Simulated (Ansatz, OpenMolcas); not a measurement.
How basis sets differ on BH (SMILES [BH])

BH has 2 atoms, charge 0, and is taken as a singlet. As SMILES, `[BH]`. Geometry: the measured bond length.

```xyz
2

B     0.0000    0.0000    0.0000
H     0.0000    0.0000    1.2324
```

Each level gives the energy change with the B1–H2 bond stretched from 1.232 to 3.081 Å (eV). The values are calculated.

```json
{"level": "r2SCAN/3-21G (restricted)", "kind": "meta-GGA", "program": "Ansatz", "value (eV)": "3.89", "CPU time (all runs)": "1.5 s"}
{"level": "r2SCAN/6-31G (restricted)", "kind": "meta-GGA", "program": "OpenMolcas", "value (eV)": "3.82", "CPU time (all runs)": "8.5 s"}
{"level": "r2SCAN/6-31G** (spherical functions) (restricted)", "kind": "meta-GGA", "program": "OpenMolcas", "value (eV)": "3.99", "CPU time (all runs)": "7.3 s"}
{"level": "r2SCAN/def2-TZVP (restricted)", "kind": "meta-GGA", "program": "Ansatz", "value (eV)": "3.94", "CPU time (all runs)": "2.3 s"}
```

The first shape isn't each level's own minimum. The values span 3.82 to 3.99 eV. CPU times are rough (shared hosts, several kinds of processor): they show what a rung costs within a factor of a few.
